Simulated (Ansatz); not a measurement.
# AlHO₂+ (doublet): from Hartree-Fock to the top rungs, def2-TZVPP

The task here is to estimate one member of a computed series from the others.

Program: Ansatz 0.2.0, Gaussian basis. Level of theory: def2-TZVPP, core rule «outside noble gas», up to 7 orbitals frozen. These are calculated values, not measurements.

The runs, in order: UHF; ROHF; CCSD(T) on UHF.

2 further runs of the same task are left out: 2 set aside as unsound or not needed.

**What is computed**

The geometry is a PBE0/def2-TZVP stationary point (not a proven minimum) of the parent state, kept for this charge and spin.

4 atoms, charge 1, spin multiplicity 2.

Atoms are counted from 1 here; the program's logs count them from 0.

Bond lengths: O1–Al2 1.733 Å, Al2–O3 1.733 Å, Al2–H4 1.570 Å. Angles: O1–Al2–O3 118.9°, O1–Al2–H4 120.6°, O3–Al2–H4 120.6°.

Set-up of the first run:

The input, in.yaml:

```yaml
crystal:
  periodic: [false, false, false]
  atoms:
    - {symbol: O, position_ang: [0.000000, -0.437572, 1.491900]}
    - {symbol: Al, position_ang: [0.000000, 0.443728, 0.000000]}
    - {symbol: O, position_ang: [0.000000, -0.437572, -1.491900]}
    - {symbol: H, position_ang: [0.000000, 2.013330, 0.000000]}
basis:
  gaussian: {orbitals: def2-TZVPP}
total_charge: 1
magnetization: {spin_polarized: true, initial_magnetization: 1}
hamiltonian: {xc: hf}
output: {orbitals: {seedname: orbitals}}
```

Launch:

```sh
> ansatz run in.yaml --threads 1 --pin off --events-out ev --progress --plain --max-ram 3968MiB --backend cpu
```

Among the steps run: UHF; ROHF; CCSD(T) on UHF.

One table of the session follows, with a row left open; its other results are not shown here.

```
  method  from UCCSD(T) (meV)
    ROHF             +15204.2
     UHF             +11890.8
    UMP2                    ?
   UCCSD               +359.7
UCCSD(T)                    0
```

**Question.** Estimate the row for UMP2.

As computed: from UCCSD(T) (meV): +1461.7. In the column «from UCCSD(T) (meV)» it lies between UCCSD (+359.7) and UHF (+11890.8).

Caveats from the session: The determinant is far from a pure spin state, so its energy mixes those of several spin states (harmless only where they are near-degenerate, as at dissociation).
